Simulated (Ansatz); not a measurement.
## fcc Pb

Calculation: r²SCAN (plane waves, PAW; Ansatz, a quantum-chemistry and plane-wave program).

Run with plane-wave cutoff 500 eV, 16×16×1 k mesh (along the axes of the cell as run), Fermi–Dirac smearing 0.1 eV, scalar-relativistic PAW data made under PBE.

Cell: relaxed at this level.

- surface energy of the (100) face = 0.31 J/m²
- work function of the (100) face = 3.89 eV

The slab of 6 atoms is relaxed and unreconstructed.

Spin–orbit coupling is not included; it can shift volumes and moduli of such heavy elements.

Static lattice: no zero-point or thermal effects.

Computing time: around 13 core-minutes (rough).
